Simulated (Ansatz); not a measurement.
# AlO₂ (doublet): wave-function methods side by side, cc-pVTZ

Aim: climb from Hartree-Fock through coupled cluster for AlO₂ (doublet) at one geometry and basis, and see what each rung misses.

The runs use Ansatz 0.2.0, Gaussian basis; cc-pVTZ, core rule «outside noble gas», up to 7 orbitals frozen.

The runs, in order: UHF; CCSD(T) on ROHF; CCSD(T) on UHF; BCCD(T) on ROHF; CCSDT(Q) on ROHF; CCSDT(Q) on UHF.

7 further runs of the same task are left out: 4 for a known fault of the program, 3 set aside as unsound or not needed.

### Step 1. The system

The geometry is a PBE0/def2-TZVP stationary point (not a proven minimum).

3 atoms, charge 0, spin multiplicity 2.

Atoms are counted from 1 here; the program's logs count them from 0.

Bond lengths: Al1–O2 1.733 Å, O2–O3 1.294 Å. Angles: Al1–O2–O3 180.0°.

### Step 2. UHF

in.yaml

```yaml
crystal:
  periodic: [false, false, false]
  atoms:
    - {symbol: Al, position_ang: [0.000000, 0.000000, 1.586946]}
    - {symbol: O, position_ang: [0.000000, 0.000000, -0.146400]}
    - {symbol: O, position_ang: [0.000000, 0.000000, -1.440545]}
basis:
  gaussian: {orbitals: cc-pVTZ}
magnetization: {spin_polarized: true, initial_magnetization: 1}
hamiltonian: {xc: hf}
output: {orbitals: {seedname: orbitals}}
```

Started as:

```
$ ansatz run in.yaml --threads 1 --pin off --events-out ev --progress --plain --max-ram 3968MiB --backend cpu
```

Further steps of the session: CCSD(T) on ROHF; CCSD(T) on UHF; BCCD(T) on ROHF; CCSDT(Q) on ROHF; CCSDT(Q) on UHF.

Before running them: what should the planned runs give, taken together? Wanted: UCCSDT(Q) below the RHF energy; RMP2 from UCCSDT(Q); UMP2 from UCCSDT(Q); RCCSD from UCCSDT(Q); RCCSD(T) from UCCSDT(Q); UCCSD(T) from UCCSDT(Q); RCCSDT(Q) from UCCSDT(Q); T1 diagnostic.

The runs gave:

| quantity | value |
| --- | --- |
| UCCSDT(Q) below the RHF energy | -14.5411 eV |
| RMP2 from UCCSDT(Q) | +111.4 kJ/mol |
| UMP2 from UCCSDT(Q) | +113.9 kJ/mol |
| RCCSD from UCCSDT(Q) | +60.3 kJ/mol |
| RCCSD(T) from UCCSDT(Q) | +5.9 kJ/mol |
| UCCSD(T) from UCCSDT(Q) | +5.9 kJ/mol |
| RCCSDT(Q) from UCCSDT(Q) | +0.8 kJ/mol |
| levels within 1 kcal/mol (43 meV) | UCCSDT, RCCSDT(Q) |
| T1 diagnostic | 0.035 |

**Reading.** RCCSD(T) misses by +5.9 kJ/mol, 0.4 % of the correlation energy. These misses are within one basis, not against nature; the frozen cores of restricted and unrestricted runs differ, which can shift their rows.
